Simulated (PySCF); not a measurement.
Compound: BH5P2.
SMILES with atom numbers: `[BH2:1][PH:2][PH2:3]` (hydrogens: H4, H5 on B1; H6 on P2; H7, H8 on P3)

Method: PBE0-D3(BJ)/def2-SVP geometry optimisation, gas phase (PySCF 2.14.0); density fitting, grid level 1; the optimiser is geomeTRIC in internal coordinates, started from a GFN2-xTB structure with every atom displaced at random (about 0.01 Å).

Step 0: E = -19320.0244 eV
```
atom  x, y, z in Å  |  force x, y, z in eV/Å
B1      1.4991    0.2112   -0.1803   -1.495   0.939   0.093
P2      0.0729   -0.4639    0.7986    0.428   0.572   0.297
P3     -1.6901   -0.1876   -0.4454    0.253  -0.384  -1.152
H4      1.4141    1.3138   -0.6387   -0.087   0.235  -0.142
H5      2.4964   -0.3350   -0.2252    1.657  -0.987   0.031
H6      0.2296   -1.8195    0.6074    0.191  -1.073   0.007
H7     -1.5927    1.2043   -0.3757    0.004   0.734  -0.068
H8     -2.5585   -0.2352    0.6197   -0.952  -0.036   0.934
```

Step 1: E = -19320.1977 eV
```
atom  x, y, z in Å  |  force x, y, z in eV/Å
B1      1.4970    0.2383   -0.1788    0.319  -0.166  -0.046
P2      0.0958   -0.5192    0.7670   -0.004  -0.271  -0.044
P3     -1.7342   -0.1882   -0.4417   -0.255   0.191   0.292
H4      1.3789    1.3315   -0.6703   -0.040   0.065  -0.003
H5      2.5794   -0.3193   -0.1700   -0.220   0.129   0.048
H6      0.2910   -1.9283    0.6007   -0.034   0.248   0.019
H7     -1.5825    1.2422   -0.4224    0.016  -0.207  -0.014
H8     -2.6545   -0.1688    0.6758    0.218   0.012  -0.251
```

**Question.** Estimate the geometry and energy of step 2. (The exact step hangs on the optimiser's Hessian estimate; all steps are aligned on step 1, rigid shifts and turns removed.)

**Answer.** E = -19320.2084 eV, largest force 0.110 eV/Å
```
atom  x, y, z in Å  |  force x, y, z in eV/Å
B1      1.4991    0.2305   -0.1866    0.040   0.035   0.072
P2      0.0948   -0.5334    0.7547    0.023  -0.076  -0.076
P3     -1.7473   -0.1938   -0.4332   -0.056   0.013   0.090
H4      1.3564    1.3320   -0.6593    0.009  -0.003  -0.027
H5      2.5859   -0.2979   -0.1546   -0.061   0.016   0.000
H6      0.2846   -1.9322    0.5893   -0.006   0.018   0.007
H7     -1.5631    1.2234   -0.4375    0.014  -0.015  -0.025
H8     -2.6395   -0.1403    0.6875    0.037   0.013  -0.040
```

The energy changes by -0.0107 eV. The first-order estimate −F·Δx gives -0.0186 eV and the mean of the old and new forces, exact on a quadratic surface, -0.0110 eV. The step makes an angle of 70° with the force vector and moves no atom by more than 0.034 Å.

What follows is the cost of the whole optimisation. Hardware: Arm Neoverse V1, one thread, shared host with 32 logical CPUs at a one-minute load of 30. Cost: 18 s of wall time, 0.33 GiB resident at most.
